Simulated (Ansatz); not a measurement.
**Group exchange: C3H7Cl + MgH(OH) → C2H5Cl + CH4MgO**

Gas-phase species: C3H7Cl `CC(C)Cl`, singlet; MgH(OH), singlet; C2H5Cl (chloroethane) `CCCl`, singlet; CH4MgO `C[O][MgH]`, singlet. The partners trade CH3 for H: C–CH3 and O–H bonds give way to C–H and O–CH3.

Shapes, held fixed at every level: PBE0-D4/def2-TZVP. Programs: Ansatz 0.2.0. The zero-point and thermal change to 298 K, harmonic and unscaled (PBE0-D4/def2-TZVP), is +1.5 kJ/mol.

Q: Estimate ΔH(298 K) of this reaction.

A: The highest level, CCSD(T)/def2-TZVPP, gives ΔH(298 K) = +71.2 kJ/mol; the levels span +59.9 to +79.0. The column of differences is taken from that level and isn't an error. No measured value is set beside it here. Outer-core shells of Mg are correlated, in sets that cover them unevenly. Sets without diffuse functions underbind ionic bonds of s-block metals.

```tsv
level	kind	ΔH(298 K) (kJ/mol)	less CCSD(T)/def2-TZVPP
PBE-D4/def2-TZVPP	GGA	+65.3	-5.9
BHLYP-D4/def2-TZVPP	global hybrid	+63.7	-7.5
PBE0-D4/def2-TZVPP	global hybrid	+67.3	-3.9
MP2/def2-SVP	perturbation theory	+68.2	-3.0
MP2/def2-TZVPP	perturbation theory	+79.0	+7.8
CCSD(T)/def2-SVP	coupled cluster or CI	+59.9	-11.3
CCSD(T)/def2-TZVPP	coupled cluster or CI	+71.2	0.0
```
